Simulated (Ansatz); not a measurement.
System (SMILES): FCl (F-Cl).
Geometry (B3LYP-D3(BJ)/def2-TZVP, fixed):
```xyz
2

F      0.0000     0.0000    -1.0729
Cl     0.0000     0.0000     0.5680
```
Charge 0, spin multiplicity 1.

How fast the dipole moment converges with the basis for several methods (Ansatz, a quantum-chemistry and plane-wave program): deviation from each method's own reference, in D. References: CCSD(T) 0.913 D, the value in aug-pcseg-3; HF 1.157 D, the value in aug-pcseg-3; MP2 0.916 D, the value in aug-pcseg-3; PBE 0.757 D, the value in aug-pcseg-3; PBE0 0.862 D, the value in aug-pcseg-3. Cartesian d functions, on some or all atoms, in 6-31G**; all else is spherical. In correlated methods cores are frozen. No added dispersion term, no relativity. The reference of a correlated method is not its basis-set limit, which lies further on.

```json
[
 {"basis": "3-21G", "functions": "22", "CCSD(T)": "-0.018", "HF": "0.027", "MP2": "0.040", "PBE": "-0.059", "PBE0": "-0.041"},
 {"basis": "pcseg-0", "functions": "22", "CCSD(T)": "0.297", "HF": "0.321", "MP2": "0.352", "PBE": "0.209", "PBE0": "0.224"},
 {"basis": "6-31G**", "functions": "34", "CCSD(T)": "0.126", "HF": "0.126", "MP2": "0.123", "PBE": "0.045", "PBE0": "0.063"},
 {"basis": "cc-pV(D+d)Z", "functions": "37", "CCSD(T)": "0.206", "HF": "0.283", "MP2": "0.196", "PBE": "0.169", "PBE0": "0.200"},
 {"basis": "pcseg-2", "functions": "64", "CCSD(T)": "0.186", "HF": "0.148", "MP2": "0.190", "PBE": "0.160", "PBE0": "0.148"},
 {"basis": "def2-TZVPP", "functions": "73", "CCSD(T)": "0.084", "HF": "0.102", "MP2": "0.085", "PBE": "0.097", "PBE0": "0.094"},
 {"basis": "jun-cc-pV(T+d)Z", "functions": "87", "CCSD(T)": "0.009", "HF": "0.002", "MP2": "0.007", "PBE": "0.005", "PBE0": "0.005"},
 {"basis": "aug-cc-pV(T+d)Z", "functions": "101", "CCSD(T)": "0.002", "HF": "0.000", "MP2": "0.001", "PBE": "0.003", "PBE0": "0.002"}
]
```

Mean absolute deviation over pcseg-2, def2-TZVPP, jun-cc-pV(T+d)Z, aug-cc-pV(T+d)Z: PBE0 0.062, HF 0.063, PBE 0.066, CCSD(T) 0.070, MP2 0.071 D.
